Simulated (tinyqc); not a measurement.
Worked calculation (part 1 of 2): MP2 on RHF in the sto-6g basis, frozen core, for H3O+, spin multiplicity 1. Computed by tinyqc, a small Python program that keeps every step (integrals from PySCF). Settings: charge = 1, multiplicity = 1, basis = sto-6g, method = RHF, frozen orbitals = 1, energy threshold = 1e-10, iteration cap = 89, orthogonalisation = symmetric, start = core, DIIS depth = 6. Command: `OMP_NUM_THREADS=1 python tinyqc.py 30891 30892 out.jsonl` (the two numbers bound the seeds that draw the settings). One thread of a shared host (Intel(R) Xeon(R) Processor @ 2.60GHz), about 0.2 s of CPU time with the checks. The early iterations of the SCF are left out here.

## One-electron integrals

Geometry (angstrom):
```
atom          x          y         z
O      0.000000   0.000000  0.071000
H      1.123000   0.000000  0.000000
H     -0.561000   0.972000  0.000000
H     -0.561000  -0.972000  0.000000
```

Basis sto-6g: exponents (1/bohr^2) and contraction coefficients of normalised primitives:
```
element  l (shell)     exponent  coefficient
O            s (1)  1355.584234     0.009164
O            s (1)   248.544885     0.049361
O            s (1)    69.533902     0.168538
O            s (1)    23.886772     0.370563
O            s (1)     9.275933     0.416492
O            s (1)     3.820341     0.130334
O            s (2)    52.187762    -0.013253
O            s (2)    10.329320    -0.046992
O            s (2)     3.210345    -0.033785
O            s (2)     1.235135     0.250242
O            s (2)     0.536420     0.595117
O            s (2)     0.245881     0.240706
O            p (3)    52.187762     0.003760
O            p (3)    10.329320     0.037679
O            p (3)     3.210345     0.173897
O            p (3)     1.235135     0.418036
O            p (3)     0.536420     0.425860
O            p (3)     0.245881     0.101708
H            s (1)    35.523221     0.009164
H            s (1)     6.513144     0.049361
H            s (1)     1.822143     0.168538
H            s (1)     0.625955     0.370563
H            s (1)     0.243077     0.416492
H            s (1)     0.100112     0.130334
```

Overlap, kinetic and nuclear-attraction integrals over the contracted functions; the nuclear repulsion is the sum of Za Zb / Rab.

nuclear repulsion = 12.10803728 hartree

overlap S:
```
           1O 1s     1O 2s     1O 2px     1O 2py     1O 2pz      2H 1s      3H 1s      4H 1s
1O 1s   1.000000  0.231145   0.000000   0.000000   0.000000   0.037646   0.037709   0.037709
1O 2s   0.231145  1.000000   0.000000   0.000000   0.000000   0.373883   0.374292   0.374292
1O 2px  0.000000  0.000000   1.000000   0.000000   0.000000   0.329789  -0.164991  -0.164991
1O 2py  0.000000  0.000000   0.000000   1.000000   0.000000   0.000000   0.285867  -0.285867
1O 2pz  0.000000  0.000000   0.000000   0.000000   1.000000  -0.020850  -0.020881  -0.020881
2H 1s   0.037646  0.373883   0.329789   0.000000  -0.020850   1.000000   0.131012   0.131012
3H 1s   0.037709  0.374292  -0.164991   0.285867  -0.020881   0.131012   1.000000   0.131092
4H 1s   0.037709  0.374292  -0.164991  -0.285867  -0.020881   0.131012   0.131092   1.000000
```

kinetic energy T (hartree):
```
            1O 1s      1O 2s     1O 2px     1O 2py     1O 2pz      2H 1s      3H 1s      4H 1s
1O 1s   29.327197  -0.896024   0.000000   0.000000   0.000000  -0.006113  -0.006106  -0.006106
1O 2s   -0.896024   0.842618   0.000000   0.000000   0.000000   0.061333   0.061560   0.061560
1O 2px   0.000000   0.000000   2.531309   0.000000   0.000000   0.170846  -0.085601  -0.085601
1O 2py   0.000000   0.000000   0.000000   2.531309   0.000000   0.000000   0.148314  -0.148314
1O 2pz   0.000000   0.000000   0.000000   0.000000   2.531309  -0.010801  -0.010834  -0.010834
2H 1s   -0.006113   0.061333   0.170846   0.000000  -0.010801   0.768522  -0.011016  -0.011016
3H 1s   -0.006106   0.061560  -0.085601   0.148314  -0.010834  -0.011016   0.768522  -0.011011
4H 1s   -0.006106   0.061560  -0.085601  -0.148314  -0.010834  -0.011016  -0.011011   0.768522
```

nuclear attraction V (hartree):
```
             1O 1s       1O 2s      1O 2px      1O 2py      1O 2pz      2H 1s      3H 1s      4H 1s
1O 1s   -62.669755   -6.477528    0.000012    0.000000    0.002253  -1.202355  -1.204381  -1.204381
1O 2s    -6.477528  -10.405101    0.000127    0.000000    0.026142  -2.971452  -2.975325  -2.975325
1O 2px    0.000012    0.000127  -10.446781    0.000000   -0.000011  -2.327707   1.164858   1.164858
1O 2py    0.000000    0.000000    0.000000  -10.446962    0.000000   0.000000  -2.018232   2.018232
1O 2pz    0.002253    0.026142   -0.000011    0.000000  -10.320335   0.153125   0.153387   0.153387
2H 1s    -1.202355   -2.971452   -2.327707    0.000000    0.153125  -5.475641  -0.818701  -0.818701
3H 1s    -1.204381   -2.975325    1.164858   -2.018232    0.153387  -0.818701  -5.477860  -0.819393
4H 1s    -1.204381   -2.975325    1.164858    2.018232    0.153387  -0.818701  -0.819393  -5.477860
```

core Hamiltonian H = T + V (hartree):
```
             1O 1s      1O 2s     1O 2px     1O 2py     1O 2pz      2H 1s      3H 1s      4H 1s
1O 1s   -33.342557  -7.373553   0.000012   0.000000   0.002253  -1.208468  -1.210487  -1.210487
1O 2s    -7.373553  -9.562482   0.000127   0.000000   0.026142  -2.910120  -2.913765  -2.913765
1O 2px    0.000012   0.000127  -7.915473   0.000000  -0.000011  -2.156861   1.079257   1.079257
1O 2py    0.000000   0.000000   0.000000  -7.915653   0.000000   0.000000  -1.869918   1.869918
1O 2pz    0.002253   0.026142  -0.000011   0.000000  -7.789026   0.142323   0.142554   0.142554
2H 1s    -1.208468  -2.910120  -2.156861   0.000000   0.142323  -4.707119  -0.829716  -0.829716
3H 1s    -1.210487  -2.913765   1.079257  -1.869918   0.142554  -0.829716  -4.709338  -0.830403
4H 1s    -1.210487  -2.913765   1.079257   1.869918   0.142554  -0.829716  -0.830403  -4.709338
```

## Two-electron integrals

Functions are numbered as in S; the eight-fold symmetry (ij|kl) = (ji|kl) = (kl|ij) leaves the list below.

Two-electron integrals (ij|kl) in chemists' order, unique and non-zero (hartree):
```
(11|11) 4.787491    (21|11) 0.675884    (21|21) 0.121505    (22|11) 1.117379
(22|21) 0.249212    (22|22) 0.817383    (31|31) 0.025762    (32|31) 0.039145
(32|32) 0.180664    (33|11) 1.117381    (33|21) 0.249212    (33|22) 0.817382
(33|33) 0.880663    (41|41) 0.025762    (42|41) 0.039145    (42|42) 0.180664
(43|43) 0.047461    (44|11) 1.117381    (44|21) 0.249212    (44|22) 0.817382
(44|33) 0.785741    (44|44) 0.880663    (51|51) 0.025762    (52|51) 0.039145
(52|52) 0.180664    (53|53) 0.047461    (54|54) 0.047461    (55|11) 1.117381
(55|21) 0.249212    (55|22) 0.817382    (55|33) 0.785741    (55|44) 0.785741
(55|55) 0.880663    (61|11) 0.117172    (61|21) 0.020200    (61|22) 0.040562
(61|31) 0.000989    (61|32) 0.001938    (61|33) 0.040733    (61|44) 0.040475
(61|51) -0.000063   (61|52) -0.000123   (61|53) -0.000016   (61|55) 0.040476
(61|61) 0.003423    (62|11) 0.299817    (62|21) 0.067878    (62|22) 0.248401
(62|31) 0.005445    (62|32) 0.041092    (62|33) 0.256793    (62|44) 0.244179
(62|51) -0.000344   (62|52) -0.002598   (62|53) -0.000797   (62|55) 0.244230
(62|61) 0.011360    (62|62) 0.096145    (63|11) 0.223254    (63|21) 0.051237
(63|22) 0.199924    (63|31) 0.010881    (63|32) 0.072762    (63|33) 0.217566
(63|44) 0.191082    (63|51) -0.000224   (63|52) -0.001946   (63|53) -0.001145
(63|55) 0.191121    (63|61) 0.008943    (63|62) 0.094048    (63|63) 0.104063
(64|41) 0.007341    (64|42) 0.041984    (64|43) 0.008373    (64|54) -0.000529
(64|64) 0.013185    (65|11) -0.014115   (65|21) -0.003239   (65|22) -0.012640
(65|31) -0.000224   (65|32) -0.001946   (65|33) -0.012697   (65|44) -0.012081
(65|51) 0.007356    (65|52) 0.042107    (65|53) 0.008412    (65|55) -0.013142
(65|61) -0.000565   (65|62) -0.005946   (65|63) -0.005746   (65|65) 0.013549
(66|11) 0.461171    (66|21) 0.106347    (66|22) 0.446559    (66|31) 0.010468
(66|32) 0.109720    (66|33) 0.480832    (66|44) 0.429319    (66|51) -0.000662
(66|52) -0.006937   (66|53) -0.003257   (66|55) 0.429525    (66|61) 0.017952
(66|62) 0.225006    (66|63) 0.250822    (66|65) -0.015858   (66|66) 0.774999
(71|11) 0.117369    (71|21) 0.020234    (71|22) 0.040629    (71|31) -0.000495
(71|32) -0.000970   (71|33) 0.040607    (71|41) 0.000858    (71|42) 0.001681
(71|43) -0.000112   (71|44) 0.040737    (71|51) -0.000063   (71|52) -0.000123
(71|53) 0.000008    (71|54) -0.000014   (71|55) 0.040544    (71|61) 0.003367
(71|62) 0.010923    (71|63) 0.008066    (71|64) 0.000313    (71|65) -0.000544
(71|66) 0.017052    (71|71) 0.003434    (72|11) 0.300212    (72|21) 0.067967
(72|22) 0.248712    (72|31) -0.002725   (72|32) -0.020564   (72|33) 0.247642
(72|41) 0.004722    (72|42) 0.035630    (72|43) -0.005467   (72|44) 0.253959
(72|51) -0.000345   (72|52) -0.002603   (72|53) 0.000399    (72|54) -0.000692
(72|55) 0.244537    (72|61) 0.010919    (72|62) 0.073875    (72|63) 0.055578
(72|64) 0.008350    (72|65) -0.004428   (72|66) 0.136431    (72|71) 0.011394
(72|72) 0.096370    (73|11) -0.111721   (73|21) -0.025640   (73|22) -0.100040
(73|31) 0.008238    (73|32) 0.049741    (73|33) -0.105214   (73|41) -0.001534
(73|42) -0.013339   (73|43) 0.009370    (73|44) -0.099271   (73|51) 0.000112
(73|52) 0.000974    (73|53) -0.000684   (73|54) 0.000267    (73|55) -0.095635
(73|61) -0.003759   (73|62) -0.020541   (73|63) -0.006398   (73|64) -0.001736
(73|65) 0.001206    (73|66) -0.030030   (73|71) -0.004483   (73|72) -0.047112
(73|73) 0.035971    (74|11) 0.193570    (74|21) 0.044424    (74|22) 0.173332
(74|31) -0.001534   (74|32) -0.013339   (74|33) 0.167776    (74|41) 0.010011
(74|42) 0.065153    (74|43) -0.007846   (74|44) 0.186520    (74|51) -0.000194
(74|52) -0.001688   (74|53) 0.000267    (74|54) -0.000993   (74|55) 0.165700
(74|61) 0.007138    (74|62) 0.052298    (74|63) 0.039135    (74|64) 0.015184
(74|65) -0.003078   (74|66) 0.098233    (74|71) 0.007767    (74|72) 0.081628
(74|73) -0.039420   (74|74) 0.081519    (75|11) -0.014139   (75|21) -0.003245
(75|22) -0.012661   (75|31) 0.000112    (75|32) 0.000974    (75|33) -0.012255
(75|41) -0.000194   (75|42) -0.001688   (75|43) 0.000267    (75|44) -0.012564
(75|51) 0.007367    (75|52) 0.042165    (75|53) -0.004210   (75|54) 0.007294
(75|55) -0.013164   (75|61) -0.000544   (75|62) -0.004430   (75|63) -0.003271
(75|64) -0.000494   (75|65) 0.009931    (75|66) -0.008861   (75|71) -0.000567
(75|72) -0.005963   (75|73) 0.002879    (75|74) -0.004989   (75|75) 0.013583
(76|11) 0.078954    (76|21) 0.018027    (76|22) 0.070787    (76|31) 0.000590
(76|32) 0.005170    (76|33) 0.071258    (76|41) 0.001021    (76|42) 0.008948
(76|43) 0.000348    (76|44) 0.071658    (76|51) -0.000149   (76|52) -0.001307
(76|53) -0.000155   (76|54) -0.000268   (76|55) 0.069447    (76|61) 0.002970
(76|62) 0.026191    (76|63) 0.024011    (76|64) 0.002809    (76|65) -0.001826
(76|66) 0.061849    (76|71) 0.002975    (76|72) 0.026218    (76|73) -0.009575
(76|74) 0.022217    (76|75) -0.001828   (76|76) 0.008821    (77|11) 0.461441
(77|21) 0.106409    (77|22) 0.446785    (77|31) -0.005238   (77|32) -0.054886
(77|33) 0.442413    (77|41) 0.009075    (77|42) 0.095097    (77|43) -0.022320
(77|44) 0.468203    (77|51) -0.000663   (77|52) -0.006946   (77|53) 0.001630
(77|54) -0.002825   (77|55) 0.429738    (77|61) 0.017033    (77|62) 0.136325
(77|63) 0.100037    (77|64) 0.023079    (77|65) -0.008853   (77|66) 0.270998
(77|71) 0.017992    (77|72) 0.225320    (77|73) -0.125530   (77|74) 0.217495
(77|75) -0.015887   (77|76) 0.061849    (77|77) 0.774999    (81|11) 0.117369
(81|21) 0.020234    (81|22) 0.040629    (81|31) -0.000495   (81|32) -0.000970
(81|33) 0.040607    (81|41) -0.000858   (81|42) -0.001681   (81|43) 0.000112
(81|44) 0.040737    (81|51) -0.000063   (81|52) -0.000123   (81|53) 0.000008
(81|54) 0.000014    (81|55) 0.040544    (81|61) 0.003367    (81|62) 0.010923
(81|63) 0.008066    (81|64) -0.000313   (81|65) -0.000544   (81|66) 0.017052
(81|71) 0.003373    (81|72) 0.010937    (81|73) -0.004307   (81|74) 0.006837
(81|75) -0.000545   (81|76) 0.002878    (81|77) 0.017061    (81|81) 0.003434
(82|11) 0.300212    (82|21) 0.067967    (82|22) 0.248712    (82|31) -0.002725
(82|32) -0.020564   (82|33) 0.247642    (82|41) -0.004722   (82|42) -0.035630
(82|43) 0.005467    (82|44) 0.253959    (82|51) -0.000345   (82|52) -0.002603
(82|53) 0.000399    (82|54) 0.000692    (82|55) 0.244537    (82|61) 0.010919
(82|62) 0.073875    (82|63) 0.055578    (82|64) -0.008350   (82|65) -0.004428
(82|66) 0.136431    (82|71) 0.010937    (82|72) 0.073962    (82|73) -0.035045
(82|74) 0.043999    (82|75) -0.004435   (82|76) 0.020700    (82|77) 0.136479
(82|81) 0.011394    (82|82) 0.096370    (83|11) -0.111721   (83|21) -0.025640
(83|22) -0.100040   (83|31) 0.008238    (83|32) 0.049741    (83|33) -0.105214
(83|41) 0.001534    (83|42) 0.013339    (83|43) -0.009370   (83|44) -0.099271
(83|51) 0.000112    (83|52) 0.000974    (83|53) -0.000684   (83|54) -0.000267
(83|55) -0.095635   (83|61) -0.003759   (83|62) -0.020541   (83|63) -0.006398
(83|64) 0.001736    (83|65) 0.001206    (83|66) -0.030030   (83|71) -0.004307
(83|72) -0.035045   (83|73) 0.025999    (83|74) -0.020450   (83|75) 0.002065
(83|76) -0.007426   (83|77) -0.070050   (83|81) -0.004483   (83|82) -0.047112
(83|83) 0.035971    (84|11) -0.193570   (84|21) -0.044424   (84|22) -0.173332
(84|31) 0.001534    (84|32) 0.013339    (84|33) -0.167776   (84|41) 0.010011
(84|42) 0.065153    (84|43) -0.007846   (84|44) -0.186520   (84|51) 0.000194
(84|52) 0.001688    (84|53) -0.000267   (84|54) -0.000993   (84|55) -0.165700
(84|61) -0.007138   (84|62) -0.052298   (84|63) -0.039135   (84|64) 0.015184
(84|65) 0.003078    (84|66) -0.098233   (84|71) -0.006837   (84|72) -0.043999
(84|73) 0.020450    (84|74) -0.017215   (84|75) 0.002588    (84|76) -0.012870
(84|77) -0.075160   (84|81) -0.007767   (84|82) -0.081628   (84|83) 0.039420
(84|84) 0.081519    (85|11) -0.014139   (85|21) -0.003245   (85|22) -0.012661
(85|31) 0.000112    (85|32) 0.000974    (85|33) -0.012255   (85|41) 0.000194
(85|42) 0.001688    (85|43) -0.000267   (85|44) -0.012564   (85|51) 0.007367
(85|52) 0.042165    (85|53) -0.004210   (85|54) -0.007294   (85|55) -0.013164
(85|61) -0.000544   (85|62) -0.004430   (85|63) -0.003271   (85|64) 0.000494
(85|65) 0.009931    (85|66) -0.008861   (85|71) -0.000545   (85|72) -0.004435
(85|73) 0.002065    (85|74) -0.002588   (85|75) 0.009944    (85|76) -0.001394
(85|77) -0.008866   (85|81) -0.000567   (85|82) -0.005963   (85|83) 0.002879
(85|84) 0.004989    (85|85) 0.013583    (86|11) 0.078954    (86|21) 0.018027
(86|22) 0.070787    (86|31) 0.000590    (86|32) 0.005170    (86|33) 0.071258
(86|41) -0.001021   (86|42) -0.008948   (86|43) -0.000348   (86|44) 0.071658
(86|51) -0.000149   (86|52) -0.001307   (86|53) -0.000155   (86|54) 0.000268
(86|55) 0.069447    (86|61) 0.002970    (86|62) 0.026191    (86|63) 0.024011
(86|64) -0.002809   (86|65) -0.001826   (86|66) 0.061849    (86|71) 0.002878
(86|72) 0.020700    (86|73) -0.007426   (86|74) 0.012870    (86|75) -0.001394
(86|76) 0.007041    (86|77) 0.039205    (86|81) 0.002975    (86|82) 0.026218
(86|83) -0.009575   (86|84) -0.022217   (86|85) -0.001828   (86|86) 0.008821
(87|11) 0.079024    (87|21) 0.018043    (87|22) 0.070846    (87|31) -0.001180
(87|32) -0.010339   (87|33) 0.071916    (87|44) 0.071116    (87|51) -0.000149
(87|52) -0.001308   (87|53) 0.000310    (87|55) 0.069504    (87|61) 0.002875
(87|62) 0.020692    (87|63) 0.014858    (87|65) -0.001393   (87|66) 0.039223
(87|71) 0.002977    (87|72) 0.026239    (87|73) -0.014457   (87|74) 0.019420
(87|75) -0.001830   (87|76) 0.007045    (87|77) 0.061893    (87|81) 0.002977
(87|82) 0.026239    (87|83) -0.014457   (87|84) -0.019420   (87|85) -0.001830
(87|86) 0.007045    (87|87) 0.008832    (88|11) 0.461441    (88|21) 0.106409
(88|22) 0.446785    (88|31) -0.005238   (88|32) -0.054886   (88|33) 0.442413
(88|41) -0.009075   (88|42) -0.095097   (88|43) 0.022320    (88|44) 0.468203
(88|51) -0.000663   (88|52) -0.006946   (88|53) 0.001630    (88|54) 0.002825
(88|55) 0.429738    (88|61) 0.017033    (88|62) 0.136325    (88|63) 0.100037
(88|64) -0.023079   (88|65) -0.008853   (88|66) 0.270998    (88|71) 0.017061
(88|72) 0.136479    (88|73) -0.070050   (88|74) 0.075160    (88|75) -0.008866
(88|76) 0.039205    (88|77) 0.271050    (88|81) 0.017992    (88|82) 0.225320
(88|83) -0.125530   (88|84) -0.217495   (88|85) -0.015887   (88|86) 0.061849
(88|87) 0.061893    (88|88) 0.774999
```

## Orthogonalisation

S = U s U^T; symmetric (Loewdin) form X = U s^(-1/2) U^T, so that X^T S X = 1.

eigenvalues of S: 0.433817  0.524898  0.525247  0.980650  1.007587  1.343768  1.344010  1.840022

X:
```
            1O 1s      1O 2s     1O 2px     1O 2py     1O 2pz      2H 1s      3H 1s      4H 1s
1O 1s    1.022908  -0.137374   0.000009   0.000000   0.000967   0.016295   0.016312   0.016312
1O 2s   -0.137374   1.202846  -0.000122   0.000000  -0.009940  -0.205744  -0.206089  -0.206089
1O 2px   0.000009  -0.000122   1.079853   0.000000   0.000008  -0.208346   0.104261   0.104261
1O 2py   0.000000   0.000000   0.000000   1.079996   0.000000   0.000000  -0.180671   0.180671
1O 2pz   0.000967  -0.009940   0.000008   0.000000   1.000543   0.011274   0.011298   0.011298
2H 1s    0.016295  -0.205744  -0.208346   0.000000   0.011274   1.120034  -0.042493  -0.042493
3H 1s    0.016312  -0.206089   0.104261  -0.180671   0.011298  -0.042493   1.120320  -0.042528
4H 1s    0.016312  -0.206089   0.104261   0.180671   0.011298  -0.042493  -0.042528   1.120320
```

## Starting guess

The start is the orbitals of the core Hamiltonian; D = 2 C_occ C_occ^T.

D at the start:
```
            1O 1s      1O 2s     1O 2px     1O 2py     1O 2pz      2H 1s      3H 1s      4H 1s
1O 1s    2.127536  -0.582302   0.000056   0.000000   0.005418   0.064876   0.064970   0.064970
1O 2s   -0.582302   2.642502  -0.000387   0.000000  -0.032380  -0.279207  -0.279640  -0.279640
1O 2px   0.000056  -0.000387   2.283599   0.000000   0.000028  -0.362201   0.181268   0.181268
1O 2py   0.000000   0.000000   0.000000   2.284104   0.000000   0.000000  -0.314105   0.314105
1O 2pz   0.005418  -0.032380   0.000028   0.000000   2.001927   0.019545   0.019585   0.019585
2H 1s    0.064876  -0.279207  -0.362201   0.000000   0.019545   0.087098   0.000935   0.000935
3H 1s    0.064970  -0.279640   0.181268  -0.314105   0.019585   0.000935   0.087306   0.000916
4H 1s    0.064970  -0.279640   0.181268   0.314105   0.019585   0.000935   0.000916   0.087306
```
